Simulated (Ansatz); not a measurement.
Process, species as SMILES: [PH2] (PH2) → PH2+ (singlet, bonded as [PH2]) + e-
B3LYP-D3(BJ)/def2-TZVP geometries, fixed; electronic energies without zero-point terms.

Basis-set convergence of the adiabatic ionisation energy at PBE with Ansatz (a first-principles code). Cartesian d functions, on some or all atoms, in 6-31G**, 6-311G**; all else is spherical. The program fits the integrals of some runs and decomposes those of others, by size. Open shells are unrestricted. No added dispersion term, no relativity. Functions are those of the species that has most. Reference: the value in aug-cc-pV(5+d)Z, 9.966 eV, itself unsure by roughly 0.002 eV (its mean distance from pcseg-4, aug-pcseg-3, aug-cc-pV(Q+d)Z). Deviations are taken from unrounded values.

| basis | functions | adiabatic ionisation energy (eV) | minus reference (eV) |
|---|---|---|---|
| 3-21G | 17 | 10.098 | 0.132 |
| def2-SV(P) | 22 | 9.948 | -0.017 |
| 6-31G** | 29 | 9.940 | -0.026 |
| 6-311G** | 39 | 9.958 | -0.007 |
| def2-SVPD | 40 | 9.930 | -0.035 |
| def2-TZVP | 49 | 9.953 | -0.012 |
| aug-cc-pV(D+d)Z | 50 | 9.959 | -0.006 |
| 6-311++G(2d,2p) | 55 | 9.954 | -0.011 |
| pcseg-2 | 62 | 9.959 | -0.006 |
| 6-311++G(3df,3pd) | 83 | 9.966 | 0.000 |
| aug-cc-pV(T+d)Z | 101 | 9.969 | 0.003 |
| cc-pV(Q+d)Z | 124 | 9.962 | -0.003 |
| def2-QZVPP | 130 | 9.962 | -0.003 |

The smallest set listed that lies within 0.05 eV of the reference with all its larger relatives (same family, alike in diffuse functions; a set with none counts only in the reference's own line) is def2-SV(P) (22 functions, -0.017 eV off). (Relatives not listed, tested too: def2-SVP -0.031, def2-TZVPD -0.004, def2-TZVPP -0.011, jun-cc-pV(T+d)Z 0.005, def2-TZVPPD -0.004, def2-QZVP -0.003, pcseg-3 -0.004, def2-QZVPPD -0.001, aug-cc-pV(Q+d)Z 0.001, cc-pV(5+d)Z -0.003, pcseg-4 -0.003, aug-cc-pV(5+d)Z 0.000 eV.)
